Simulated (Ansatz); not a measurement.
# Equilibrium lattice constant a of some III–V compounds

Method: rVV10 in Ansatz (PAW). References are measured values corrected to a static lattice or taken at low temperature (these still hold zero-point motion). The table is a random draw of 6 from 10 solids with such references.

Values in Å.

```tsv
solid	reference	rVV10	error (%)
wurtzite AlN	3.111¶	3.133	+0.71
cubic BN	3.593*	3.638	+1.25
zinc-blende BP	4.525*	4.565	+0.88
zinc-blende GaAs	5.64*	5.779	+2.46
zinc-blende InAs	6.047*	6.216	+2.79
zinc-blende AlP	5.451*	?	?
```

Problem. Estimate the withheld rVV10 value.

Solution. The errors of the other rows run from +0.71 % to +2.79 %, with a median of +1.25 %; carried to the reference 5.451 it gives 5.519 Å. The run gives 5.517 Å (+1.21 %), -0.04 % from the estimate; the row was drawn at random, and such an estimate is rough. Over these 6 solids the mean error is +1.55 %, the mean absolute error 1.55 % (median 1.23 %), and the worst case zinc-blende InAs at +2.79 %; the value is above the reference in 6 of 6 cases. Over all 10, from unrounded values, the mean error is +1.77 % and the mean absolute error 1.77 % (median 1.69 %). Caveats on values not shown: the gap of the solid is closed in this run (1).

A star marks references brought to a static lattice; the others are low-temperature values that still hold zero-point motion, which matters most for light elements.

Spin–orbit coupling is left out, also for the solids with elements from indium on (zinc-blende InAs); its size isn't shown.

¶ marks references of a special kind: wurtzite AlN, 3.111 Å (measured, low temperature, extrapolated to low temperature; as tabulated in arXiv:1206.3780).

Differences are worked out from the printed values.

Caveats: the gap of the solid is closed in this run (zinc-blende GaAs, zinc-blende InAs). Ansatz's density-functional and Hartree–Fock values are scalar-relativistic unless marked +SOC, with PAW data made under PBE.

Not in this set, of the III–V compounds with a reference value in our tables and a result at some level: 4 for a reference at room or unstated temperature; 1 for a high-temperature or high-pressure phase. These can be a level's best or worst cases. At least 3 more with a reference value are held back for tests. Solids without a released value at any level aren't counted. Layered and molecular crystals are counted apart.

References as tabulated in Mejia-Rodriguez and Trickey (2018), arXiv:1807.09216; arXiv:1206.3780; Goldzak et al. (2022), arXiv:2208.04865.

Ansatz is a program for electronic structure.
